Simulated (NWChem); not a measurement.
Species: pyrazine (C₄H₄N₂); SMILES c1cnccn1

All runs: NWChem. Pople sets run with spherical d functions. Structure relaxed at the B3LYP/6-31G* (spherical d) level. Level: PBE/6-31G* with SMD (1 M gas to 1 M solution), gas-phase geometry.

For solvent 1,4-dioxane:

| Item | Result |
|---|---|
| solvation free energy (kcal/mol) | -2.3 |

**Question.** Estimate the same quantities for solvent water.

**Answer.** 
| Item | Value |
|---|---|
| solvation free energy (kcal/mol) | -5.7 |
